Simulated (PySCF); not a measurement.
Species: CHCl₃.
InChI=1S/CHCl3/c2-1(3)4/h1H

Computed, not measured: PBE0-D3(BJ)/def2-SVP geometry optimisation, gas phase (PySCF).

Masses are those of the commonest isotopes; rigid-rotor values at the optimised geometry. 

Task: Give the principal moments of inertia and the rotational constants in MHz.

Result: Ia = 154.04, Ib = 154.12, Ic = 297.04 u·Å²; 505379 MHz·u·Å²/I gives A = 3281, B = 3279, C = 1701 MHz.

Task: What kind of rotor is it?

Result: An oblate symmetric top, as the point group C3v requires two equal moments; the computed ones differ by 0.05 % because the geometry is symmetric only within the optimiser's tolerance: κ = (2 × 3279 − 3281 − 1701)/(3281 − 1701) = 1.00.

Task: Is it planar, by Δ = Ic − Ia − Ib?

Result: Not planar: Δ = Ic − Ia − Ib = -11.12 u·Å². For a rigid frame Δ = −2 Σ m c², so Σ m c² = 5.56 u·Å² lies off the ab plane: 2.46 from hydrogen and 3.10 from heavier atoms. The atom farthest from that plane is 1.56 Å away.

Task: Where do the R-branch lines fall?

Result: The dipole of 1.17 D lies along the symmetry axis, so ΔK = 0 and J+1 ← J falls at 2B(J+1) for every K: 6.56 GHz, 13.12 GHz, 19.68 GHz, 26.24 GHz, 32.80 GHz for J = 0 to 4.

Task: Estimate the classical rotational partition function at 25 K, 100 K and 200 K.

Result: Point group C3v, symmetry number σ = 3; q = (√π/σ)·√((kT/h)³/(ABC)), k/h = 20836.6 MHz/K: 1640 at 25 K, 13100 at 100 K, 37200 at 200 K.

Not checked by PBE0-D3(BJ)/def2-SVP frequencies. Zero-point vibration and centrifugal distortion are left out.
